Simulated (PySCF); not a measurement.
formamide (CH3NO), SMILES NC=O. Atoms are numbered in the order given.

```xyz
6

N      0.1575    -1.0812     0.0000
C     -0.3856     0.1617     0.0000
O      0.2453     1.1934     0.0000
H      1.1596    -1.1828     0.0000
H     -0.4200    -1.9030     0.0000
H     -1.4910     0.1369     0.0000
```
Charge 0, spin multiplicity 1.

The structure is a stationary point at B3LYP-D3(BJ)/def2-TZVP. Other conformers were not sampled.

These are PBE/pcJ-1 (PySCF) values and carry that method's errors.

Isotropic couplings with Fermi-contact, spin-dipole and both spin-orbit terms, one fixed conformer, no vibrational averaging. Isotopes: 13C, 14N, 1H.

```json
[
 {"pair": "N1–C2", "bonds apart": "1", "J (Hz)": "8.7"},
 {"pair": "N1–H4", "bonds apart": "1", "J (Hz)": "61.6"},
 {"pair": "N1–H5", "bonds apart": "1", "J (Hz)": "62.0"},
 {"pair": "C2–H6", "bonds apart": "1", "J (Hz)": "___"},
 {"pair": "N1–H6", "bonds apart": "2", "J (Hz)": "___"},
 {"pair": "C2–H4", "bonds apart": "2", "J (Hz)": "-1.4"},
 {"pair": "C2–H5", "bonds apart": "2", "J (Hz)": "5.6"},
 {"pair": "H4–H5", "bonds apart": "2", "J (Hz)": "7.4"},
 {"pair": "H4–H6", "bonds apart": "3", "J (Hz)": "___"},
 {"pair": "H5–H6", "bonds apart": "3", "J (Hz)": "___"}
]
```

Task: Fill in the missing entries. (The exact figures need the calculation; the answer reports its results.)

Result: 
- C2–H6, J (Hz): 177.7
- N1–H6, J (Hz): 16.4
- H4–H6, J (Hz): 14.2
- H5–H6, J (Hz): 0.7
